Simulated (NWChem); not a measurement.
# B3LYP/6-31G(d,p) (spherical functions) run of Si3H8 (trisilane)

What is the vertical ionisation energy of Si3H8 (trisilane) at B3LYP/6-31G** (spherical functions)? 

Program for the calculation: NWChem 7.3.0.

## Step 1: The molecule

Si3H8: 11 atoms, total charge 0, spin state singlet. As SMILES, `[SiH3][SiH2][SiH3]`. The coordinates come from a PBE0-D4/def2-TZVP relaxation.

Bond lengths: Si1–Si2 2.338 Å, Si2–Si3 2.338 Å, Si1–H4 1.488 Å, Si1–H5 1.488 Å, Si1–H6 1.488 Å, Si2–H7 1.490 Å, Si2–H8 1.490 Å, Si3–H9 1.488 Å, Si3–H10 1.488 Å, Si3–H11 1.488 Å. Some angles: Si1–Si2–Si3 110.4°, Si1–Si2–H7 109.6°, Si1–Si2–H8 109.6°, Si3–Si2–H7 109.6°, Si3–Si2–H8 109.6°, Si2–Si1–H4 111.2°, Si2–Si1–H5 109.8°, Si2–Si1–H6 109.8°, Si2–Si3–H9 109.8°, Si2–Si3–H10 109.8°.

## Step 2: The energy at B3LYP/6-31G(d,p) (spherical functions)

input.nw reads:

```
start input
title "H8Si3"
memory stack 880 mb heap 220 mb global 1100 mb
geometry units atomic noautosym nocenter noautoz
  Si    -2.44260330     2.58274539    -0.99261644
  Si    -0.87413061    -1.52557590    -0.55996365
  Si     3.08390075    -1.46340391     1.40359408
  H     -4.96213734     2.58461622    -2.23955222
  H     -0.66901974     4.12043443    -2.53992419
  H     -2.68821100     3.77962232     1.53944649
  H     -0.64893195    -2.72150798    -3.09945320
  H     -2.66523193    -3.06286810     0.97583567
  H      2.86473032    -0.29279417     3.95034018
  H      4.88271216     0.06005550    -0.12859586
  H      4.11886596    -4.06132380     1.69087024
end
basis "ao basis" spherical bse
  * library 6-31G**
end
dft
  xc b3lyp
  grid fine
  convergence energy 1e-08
  maxiter 100
  mulliken
  print low
end
task dft energy
```

On the command line:

```console
$ nwchem input.nw > input.out
```

Output (excerpt; [...] marks lines left out):

```text
[...]
 d= 0,ls=0.0,diis     1   -873.2571022856 -1.07D+03  5.80D-03  1.86D-01     4.1
[...]
 d= 0,ls=0.0,diis     8   -873.2861706050 -1.12D-09  1.61D-07  1.08D-10    25.0
         Total DFT energy =     -873.286170604973
      One electron energy =    -1593.376176220980
           Coulomb energy =      592.767949133870
    Exchange-Corr. energy =      -65.795780744489
 Nuclear repulsion energy =      193.117837226625
[...]
      Total Density - Mulliken Population Analysis
     ---------------------------------------------
    Atom       Charge   Shell Charges
 -----------   ------   -------------------------------------------------------
    1 Si  14    13.75   2.00  2.00  5.96  1.01  1.96  0.27  0.43  0.12
    2 Si  14    13.90   2.00  2.00  5.96  1.02  2.01  0.33  0.48  0.10
    3 Si  14    13.75   2.00  2.00  5.96  1.01  1.96  0.27  0.43  0.12
    4 H    1     1.08   0.51  0.56  0.01
    5 H    1     1.08   0.51  0.57  0.01
    6 H    1     1.08   0.51  0.57  0.01
    7 H    1     1.07   0.50  0.56  0.01
    8 H    1     1.07   0.50  0.56  0.01
    9 H    1     1.08   0.51  0.57  0.01
   10 H    1     1.08   0.51  0.57  0.01
[...]
```

Wall time 26 s (1 thread of Intel Xeon Platinum 8259CL at 2.50GHz (Skylake/Cascade Lake), shared host); peak memory 0.12 GiB.

## Step 3: The doublet cation

h8si3.nw reads:

```
start h8si3
title "H8Si3 B3LYP"
memory 2200 mb
charge 1

geometry noautosym nocenter noautoz
 Si   -1.292570    1.366730   -0.525270
 Si   -0.462570   -0.807300   -0.296320
 Si    1.631930   -0.774400    0.742750
 H    -2.625850    1.367720   -1.185120
 H    -0.354030    2.180440   -1.344070
 H    -1.422540    2.000090    0.814640
 H    -0.343400   -1.440160   -1.640160
 H    -1.410380   -1.620800    0.516390
 H     1.515950   -0.154940    2.090430
 H     2.583820    0.031780   -0.068050
 H     2.179610   -2.149160    0.894770
end

basis spherical bse
 * library 6-31G**
end

dft
 xc b3lyp
 mult 2
 grid fine
 convergence energy 1e-08
 maxiter 100
 mulliken
 noprint "final vectors analysis"
end

task dft energy
```

On the command line:

```console
$ nwchem h8si3.nw > h8si3.out
```

Output (excerpt; [...] marks lines left out):

```text
[...]
          Wavefunction type:  spin polarized.
          No. of atoms     :    11
          No. of electrons :    49
[...]
          Charge           :     1
          Spin multiplicity:     2
[...]
          AO basis - number of functions:    94
[...]
              XC Information
              --------------
                         B3LYP Method XC Potential
                     Hartree-Fock (Exact) Exchange  0.200
                        Slater Exchange Functional  0.800 local
                    Becke 1988 Exchange Functional  0.720 non-local
              Lee-Yang-Parr Correlation Functional  0.810
                  VWN I RPA Correlation Functional  0.190 local
[...]
 d= 0,ls=0.0,diis     1   -872.8786009858 -1.07D+03  3.18D-03  1.33D-01     5.2
[...]
 d= 0,ls=0.0,diis    11   -872.9251145586 -4.12D-10  6.34D-08  1.59D-11    49.2
[...]
         Total DFT energy =     -872.925114558634
      One electron energy =    -1582.675232238446
           Coulomb energy =      582.126917844728
    Exchange-Corr. energy =      -65.494651270655
 Nuclear repulsion energy =      193.117851105740
[...]
      Total Density - Mulliken Population Analysis
     ---------------------------------------------
    Atom       Charge   Shell Charges
 -----------   ------   -------------------------------------------------------
    1 Si  14    13.61   2.00  2.00  5.96  1.07  1.95  0.25  0.26  0.12
    2 Si  14    13.80   2.00  2.00  5.96  1.11  1.96  0.31  0.36  0.10
    3 Si  14    13.61   2.00  2.00  5.96  1.07  1.95  0.25  0.26  0.12
    4 H    1     0.98   0.49  0.49  0.01
    5 H    1     1.01   0.50  0.51  0.01
    6 H    1     1.01   0.50  0.51  0.01
    7 H    1     0.99   0.50  0.49  0.01
    8 H    1     0.99   0.50  0.49  0.01
    9 H    1     1.01   0.50  0.51  0.01
   10 H    1     1.01   0.50  0.51  0.01
[...]
      <S2> =      0.7549 (Exact =     0.7500)
[...]
```

It took 50 s on 1 thread of Intel Xeon Platinum 8259CL at 2.50GHz (Skylake/Cascade Lake), shared host; peak memory 0.12 GiB.

## Step 4: What came out

Level: B3LYP/6-31G** (spherical functions).

| quantity | value |
| --- | --- |
| singlet Si3H8: total energy | -873.28617 Eh |
| doublet cation: total energy | -872.92511 Eh |
| doublet cation: ⟨S²⟩ | 0.755 |
| vertical ionisation energy (to the doublet cation) | 9.825 eV |

In words: Removing an electron at fixed nuclei costs 9.82 eV (948 kJ/mol).
